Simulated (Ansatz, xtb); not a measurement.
## Relaxing a trial structure of CFO2S

The starting geometry of this gas-phase doublet was built from a drawn formula by distance geometry and a force field; its bonds are those of `O=[C]OSF`.

```xyz
5

C    -1.5696    0.8938    1.4478
F    -3.0029    1.0484   -1.3692
O    -0.5436    0.4130    1.7886
O    -2.7296    1.3728    1.0891
S    -2.6285    2.2461   -0.3149
```

Q: Predict what becomes of its bonds when it is optimised with r2SCAN-D4/def2-SVP.

A: It falls apart into CO2 + FS. Distances that change by over a tenth: C1–O4 (1.31 → 1.16 Å). Contacts that open: O4–S5 (1.66 → 3.56 Å).

The energy falls by 3.95 eV over 20 steps:

```json
{"step": "1", "E − E(last) (eV)": "3.947"}
{"step": "3", "E − E(last) (eV)": "1.167"}
{"step": "5", "E − E(last) (eV)": "0.090"}
{"step": "7", "E − E(last) (eV)": "0.024"}
{"step": "9", "E − E(last) (eV)": "0.011"}
{"step": "12", "E − E(last) (eV)": "0.003"}
{"step": "14", "E − E(last) (eV)": "0.002"}
{"step": "16", "E − E(last) (eV)": "0.001"}
{"step": "18", "E − E(last) (eV)": "0.000"}
{"step": "20", "E − E(last) (eV)": "0.000"}
```

Final geometry (Å):

```xyz
5

C    -1.7438    0.7902    1.5861
F    -2.7259    0.9949   -1.0036
O    -0.6672    0.6183    1.1764
O    -2.8140    0.9610    2.0128
S    -2.5232    2.6096   -1.1302
```

From the same start GFN2-xTB reaches the same bonding as this run.

No frequencies were run, so the end isn't proven a minimum. Open shells are spin-unrestricted. Run with Ansatz 0.2.0, 6 min on 1 thread of Arm Neoverse V2, on a shared host.
